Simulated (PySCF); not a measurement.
Removing an electron from N-allylmethylamine

Compound: N-allylmethylamine, C4H9N.
Structure used (PBE0-D3(BJ)/def2-SVP), in Å, numbered top down from 1:
```
atom  x, y, z in Å
C1     2.343    0.916    0.522
C2     1.458   -0.080    0.481
C3    -0.028    0.091    0.459
N4    -0.620   -0.643   -0.634
C5    -2.058   -0.592   -0.675
H6     2.023    1.963    0.538
H7     3.419    0.725    0.549
H8     1.803   -1.121    0.450
H9    -0.280    1.176    0.464
H10   -0.446   -0.319    1.400
H11   -0.223   -0.324   -1.515
H12   -2.431   -1.143   -1.551
H13   -2.487    0.435   -0.709
H14   -2.476   -1.084    0.220
```

Level: wB97X-D/def2-SVPD (PySCF). Frontier orbitals with their largest atomic shares (Löwdin; up to four atoms above 4 %):

```csv
orbital,ε (eV),main atoms
HOMO−3,-12.31,"C5 33 %, N4 17 %, H14 15 %, H12 14 %"
HOMO−2,-11.53,"C2 24 %, C3 18 %, C1 17 %, H8 10 %"
HOMO−1,-9.48,"C1 39 %, C2 36 %, C3 7 %"
HOMO,-8.40,?
LUMO,2.03,"C1 35 %, C2 32 %, C3 6 %, H6 6 %"
LUMO+1,2.53,"C5 24 %, C1 11 %, C3 10 %, H13 7 %"
LUMO+2,2.93,"C1 31 %, C5 14 %, H6 11 %, H7 11 %"
```

Task: What vertical ionisation energy does ΔSCF give, and how far is −ε(HOMO) from it?

Result: ΔSCF: 8.75 eV (844 kJ/mol; threshold wavelength 142 nm); ⟨S²⟩ of the doublet left behind is 0.755, against 0.75 for a pure doublet. −ε(HOMO) is 8.40 eV, 0.35 eV below it. In exact Kohn–Sham theory the two would be equal; wB97X-D (range-separated hybrid) falls short of its own ΔSCF value by 4 %.

Task: On which atoms does the HOMO lie?

Result: N4 (secondary amine nitrogen) 58 %, C5 (N-methyl carbon) 10 %, C3 (sp3 carbon bound to nitrogen) 10 %, H13 (methyl hydrogen) 5 %, so more than half of it is on one atom. The HOMO−1 lies 1.08 eV lower.

Task: What total energies stand behind the ΔSCF value?

Result: E(N) = -212.34436 Eh and E(N − 1) = -212.02274 Eh at the same geometry, 0.32162 Eh apart.

Task: What kinetic energy would electrons from this vertical process carry with 118.2 nm light (10.49 eV)?

Result: 10.49 − 8.75 = 1.74 eV.

Task: With α = 61.4 au, estimate the like-pair dispersion coefficient by London's formula C6 = (3/4)α²I.

Result: I = 0.3216 Eh, so C6 ≈ 909 au, a rough estimate.

Task: How many of the 10 lowest singlet excitations (vertical TDDFT, same level) lie below the ionisation energy?

Result: All 10; they run from 6.11 to 8.42 eV.

Isolated species at its PBE0-D3(BJ)/def2-SVP geometry (one conformer only).

Note: wB97X-D ran without an empirical dispersion term, which enters the total energy and its gradient alone.
